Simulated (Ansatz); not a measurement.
# CHFO: the cost of one run

Program: Ansatz 0.2.0. Level of theory: the levels named in each step. These are calculated values, not measurements.

### Step 1. The starting structure

Bond lengths: C2–O3 1.125 Å, F1–H4 0.937 Å.

Structure file:

```xyz
4

F     0.0000    0.0000   -1.8957
C     0.0000    0.0000    1.9896
O     0.0000    0.0000    0.8650
H     0.0000    0.0000   -0.9589
```

### Step 2. A rough first relaxation, PBE-D4/def2-SVP

This run stands in another session on the same molecule. It ended at:

```xyz
4

F     0.0000    0.0000   -1.9906
C     0.0000    0.0000    2.0954
O     0.0000    0.0000    0.9520
H     0.0000    0.0000   -1.0568
```

### Step 3. Relaxation, PBE0-D4/def2-TZVPP

This run stands in another session on the same molecule. It ended at:

```xyz
4

F     0.0000    0.0000   -2.0021
C     0.0000    0.0000    2.1047
O     0.0000    0.0000    0.9798
H     0.0000    0.0000   -1.0824
```

### Step 4. Relaxation, CCSD(T)/cc-pV(T+d)Z

input.yaml reads:

```yaml
crystal:
  periodic: [false, false, false]
  atoms:
    - { symbol: F, position_ang: [0.0, 0.0, -2.00213917] }
    - { symbol: C, position_ang: [0.0, 0.0, 2.10473175] }
    - { symbol: O, position_ang: [0.0, 0.0, 0.97976398] }
    - { symbol: H, position_ang: [0.0, 0.0, -1.08235656] }
basis:
  gaussian: { orbitals: "cc-pV(T+d)Z.json" }
correlation:
  method: ccsd_t
relax:
  f_tol: 0.002
  max_steps: 40
```

Started as:

```bash
> ansatz run input.yaml --threads 4 --pin off --max-ram 10240MiB --backend cpu --events-out ev --progress --plain --runs-dir out
```

Q: Estimate wall time and peak memory on 4 threads of AMD EPYC (Zen 3), shared host.

About 4.5 min, with a peak of 0.69 GiB.
